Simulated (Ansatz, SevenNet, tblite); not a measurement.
Zinc-blende CuCl, equilibrium lattice constant a

Reference value: 5.409 Å (measured, low temperature, extrapolated to low temperature; as tabulated in arXiv:1206.3780).

```
level (code)         value (Å)  difference (%)
-------------------  ---------  --------------
GFN2-xTB (tblite)        5.297           -2.07
SevenNet-l3i5            5.400           -0.17
PBE (Ansatz)             5.424           +0.28
PBE-D3(BJ) (Ansatz)      5.336           -1.35
HSE06 (Ansatz)           5.448           +0.72
```

Once the reference is moved by up to 0.33 % (a margin picked here for doubts on the reference and the settings, and for temperature and zero-point motion) and values within 0.10 % count as equal, the nearest can be SevenNet-l3i5 (-0.17 %) or PBE (+0.28 %). Among them GFN2-xTB (-2.07 %) misses by most.

The reference isn't brought to a static lattice, while the calculations are for one, so the differences are not the levels' errors alone. A static lattice is as a rule a little smaller than the measured one.  GFN2-xTB: the method was fitted mainly to molecules. GFN2-xTB: the run uses a supercell at the zone centre in place of a k mesh. Cutoffs and k meshes differ between the levels. Ansatz's density-functional and Hartree–Fock values are scalar-relativistic unless marked +SOC, with PAW data made under PBE.

Machine-learned potentials (SevenNet-l3i5) are trained on DFT data: a solid inside that data is no test of them.

Differences are worked out from the printed values.

Ansatz is an electronic-structure program.
